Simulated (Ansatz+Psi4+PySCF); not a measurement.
A calculation with Ansatz (development build ahead of 0.2.0).

```yaml
crystal:
  periodic: [false, false, false]
  atoms:
    - { symbol: H, position_ang: [0.0, 0.0, 0.44513] }
    - { symbol: H, position_ang: [0.0, 0.0, -0.44513] }
basis:
  gaussian: { orbitals: cc-pVTZ }
hamiltonian:
  xc: hf
correlation:
  method: mp2
  frozen_orbitals: { H: 0 }
scf:
  omitted_lower_state_checks: [starts, atomic_configurations, cluster_reference, orbital_swaps, given_window_search, neighbouring_geometries, increment]
```

The input is written out in the form of the current development build from the run's settings.

The run gave:

| Property | Result |
| --- | --- |
| Converged | yes |
| Reference energy | -1.12013 hartree |
| Correlation energy | -0.03241 hartree |
| Total energy | -1.15255 hartree |
| Spin squared of the determinant | 0.000 |
| Stability test | minimum among restricted orbitals |

Caution: stretched shape with no unrestricted run beside it, a lower state can exist.
